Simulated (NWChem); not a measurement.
## Correlation energy of S (-1)

```
S
```
Charge -1, spin multiplicity 2.

Program: NWChem.

Basis set: aug-cc-pVTZ. Each correlation energy counts from its own Hartree-Fock reference.

The correlated methods keep 5 core orbitals frozen. No SCF solution was tested for a lower state. Open-shell Hartree-Fock references start from PBE0 orbitals. No row is a measurement; the coupled-cluster row has its own basis-set and correlation limits.

### Question
One of these methods gave a correlation energy of -156.8 mHa. Which?
A) CCSD on UHF
B) CCSD on ROHF
C) UMP2
D) CCSD[T] on ROHF

### Answer
C, UMP2. The others give -182.1 (CCSD on ROHF), -190.6 (CCSD[T] on ROHF), -177.1 (CCSD on UHF).
